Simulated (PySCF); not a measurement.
Dissociation curve of SiO, singlet.

Levels: UHF/6-31G (PySCF); RHF/6-31G (PySCF); UCCSD(T) = CCSD(T) on UHF/6-31G, 6 core orbitals frozen in PySCF.

Energies relative to the lowest point of each curve near equilibrium, in kJ/mol:

```csv
R / Å,UHF,RHF
1.12,1209.9,1209.9
1.29,313.5,313.5
1.35,166.9,166.9
1.67,22.1,30.7
1.75,38.6,78.0
1.89,80.5,187.0
2.50,226.4,573.7
2.68,231.4,618.2
3.35,239.9,695.2
3.68,242.2,710.1
4.11,244.4,720.2
5.99,247.5,729.2
```

Q: Estimate the UCCSD(T) values at these points.

A: 1.12: 1318.3; 1.29: 386.8; 1.35: 226.3; 1.67: 11.7; 1.75: 36.2; 1.89: 99.7; 2.50: 358.3; 2.68: 445.2; 3.35: 564.9; 3.68: 570.7; 4.11: 574.4; 5.99: 578.6 (kJ/mol).

The unrestricted solution behind UHF, UCCSD(T) changes between 2.06 and 2.28 Å and between 2.28 and 2.50 Å, which can leave a kink. The unrestricted determinant behind UHF, UCCSD(T) is spin-contaminated at 1.67 to 5.99 Å (<S²> up to 2.0, against 0.00 for a pure singlet). The restricted form behind RHF keeps the bonding electrons paired and can't separate into open-shell fragments.
